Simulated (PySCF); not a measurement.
AlF: from constants to spectrum

RHF-CCSD(T) constants of AlF, ¹Σ⁺ (singlet), closed shell (PySCF, no relativity, basis sets Al STO-3G, F STO-3G; masses 26.9815 and 18.9984 u):

| Quantity | Value |
| --- | --- |
| ωe | 955.4 cm⁻¹ |
| ωexe | 2.93 cm⁻¹ |
| Be | 0.57084 cm⁻¹ |
| αe | 0.00321 cm⁻¹ |
| D (centrifugal) | 8.15e-07 cm⁻¹ |

Question: Estimate the standard entropy (1 bar) and heat capacity of the ideal gas at 1500 K, rigid rotor with B0 and harmonic oscillator at the fundamental.

Answer: Translation (Sackur–Tetrode, M = 45.98 u): 190.2 J/(mol K). Rotation: q = kT/(σB0) = 1830 with σ = 1, 70.8. Vibration: x = hcν0/kT = 0.911, 9.37. S° = 270.3 J/(mol K); Cp = 7R/2 + 7.76 = 36.9 J/(mol K).

Correlated steps freeze 6 core orbitals. The CCSD T1 diagnostic is raised, a sign that a single reference may not be enough here. STO-3G is very small, so such numbers show the basis as much as the molecule.
